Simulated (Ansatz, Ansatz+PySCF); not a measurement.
| atom | x (Å) | y (Å) | z (Å) |
| --- | --- | --- | --- |
| B | 0.0000 | 0.0000 | 0.0000 |
| H | 1.3031 | 0.0000 | 0.0000 |
| H | -0.6515 | 1.1285 | 0.0000 |
| H | -0.6515 | -1.1285 | 0.0000 |

RHF-MP2 on singlet BH3 was run in several spherical basis sets with Ansatz (development build ahead of 0.2.0). Frozen core: 1 orbital.

**Question.** Rank the basis sets by the total energy that they give, lowest first, with the distance from the lowest.
A. def2-TZVP
B. cc-pVTZ
C. 6-31G(d)
D. def2-SVP
E. cc-pVDZ

**Answer.** B (0.00 eV), A (0.19 eV), E (0.72 eV), D (1.29 eV), C (1.35 eV).

Totals follow the description of the cores as much as that of the bonds, so this order isn't one of quality for chemistry.
